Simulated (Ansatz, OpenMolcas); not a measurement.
## Worked example: the enthalpy of formation of CH2S (methanethial)

CH2S has 4 atoms, charge 0, and is taken as a singlet. SMILES: `C=S`. The shape is that of a PBE0-D4/def2-TZVP optimisation.

Total energies at HF/3-21G (OpenMolcas 26.06); the atoms run unrestricted:

```
species    state  energy (Eh)
   CH2S  singlet  -434.334634
      C  triplet   -37.481070
      S  triplet  -395.551336
      H  doublet    -0.496199
```

Harmonic wavenumbers at PBE0-D4/def2-TZVP, in cm⁻¹: 1001, 1035, 1120, 1491, 3078, 3162.

Measured heats of formation of the gaseous atoms at 298.15 K, in kJ/mol: C 716.9, S 277.0, H 218.0. Spin-orbit lowering of the atoms at 298 K (mean of the ground term's levels less their thermal mean, from spectra), in kJ/mol: C 0.02, S 1.88. Take 1 Eh = 2625.50 kJ/mol, 1 cm⁻¹ = 0.0119627 kJ/mol, RT = 2.479 kJ/mol.

**Question.** Work out the heat of formation of the gas at 298 K.

**Answer.** 
1. Electronic atomisation energy: (-37.481070) + (-395.551336) + 2 × (-0.496199) − (-434.334634) = 0.309830 Eh = 813.5 kJ/mol.
2. Zero-point energy: half the sum of the wavenumbers, 5443.5 cm⁻¹ = 65.1 kJ/mol.
3. Thermal vibrational enthalpy, Σ hcν̃/(exp(hcν̃/kT) − 1): 0.3 kJ/mol. Translation, rotation and pV of a non-linear molecule: 4 RT = 9.9 kJ/mol.
4. The 4 free atoms carry 5/2 RT each: 24.8 kJ/mol.
5. Spin-orbit coupling lowers the free atoms by 0.02 + 1.88 = 1.9 kJ/mol.
6. Atomisation enthalpy at 298 K: 813.5 − 1.9 − 65.1 − 0.3 − 9.9 + 24.8 = 761.1 kJ/mol.
7. Sum of the atoms' heats of formation: 1429.9 kJ/mol. Heat of formation: 1429.9 − 761.1 = +668.8 kJ/mol.

No measured value is set beside it here. Hartree–Fock leaves out correlation, which is larger in the molecule than in the atoms, so it underbinds and puts the heat of formation too high. Anharmonicity and any spin-orbit splitting of the molecule are left out.
